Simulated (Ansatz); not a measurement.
System: C₃H₅, charge 0, doublet. C3H5 (SMILES C=[C]C, doublet).
B3LYP-D3(BJ)/def2-TZVP minimum from Ansatz (an electronic-structure program):
```xyz
8

C      1.3206     0.2440     0.0036
C      0.0250     0.3975    -0.0063
H      1.7758    -0.7501     0.0222
H      2.0084     1.0832    -0.0060
C     -1.2071    -0.3930    -0.0005
H     -0.9820    -1.4692     0.0181
H     -1.8216    -0.1633     0.8734
H     -1.8116    -0.1916    -0.8883
```
Charge 0, spin multiplicity 2.

Property: atomisation energy (electronic, to ground-state atoms), in kJ/mol. Radicals and triplets start from unrestricted determinants; spin-orbit coupling is neglected. Correlated methods leave the cores frozen. Rows without X2C or -DK are non-relativistic. CBS(X,Y): correlation extrapolated as X^-3, Hartree-Fock from the larger set. A bracket is a step between two methods taken in the basis named. 'core' is core correlation in cc-pwCVTZ, 'X2C' scalar relativity in cc-pVTZ-DK, both at CCSD(T). Where a partner has so few electrons that a lower coupled-cluster level is exact, that level stands in. The UHF reference of C3H5 (C=[C]C, doublet) is spin-contaminated (<S^2> up to 0.16 over the pure value in the sets run).

```tsv
level	program	atomisation energy (kJ/mol)
MP2/CBS(cc-pVTZ,cc-pVQZ)	Ansatz	3121.4
CCSD/cc-pVTZ	Ansatz	3003.4
CCSD(T)/aug-cc-pVQZ	Ansatz	3088.6
CCSD(T)/CBS(cc-pVTZ,cc-pVQZ)	Ansatz	3110.5
CCSD(T)/CBS(cc-pVTZ,cc-pVQZ) + core + X2C	Ansatz	3122.2
```

Task: Estimate the value at CCSD(T)/CBS(cc-pVTZ,cc-pVQZ) + [CCSDT(Q) - CCSD(T)]/cc-pVDZ + core + X2C (Ansatz).

Result: 3125.6 kJ/mol; the difference of CCSD(T)/CBS(cc-pVTZ,cc-pVQZ) + core + X2C is -3.4 kJ/mol.
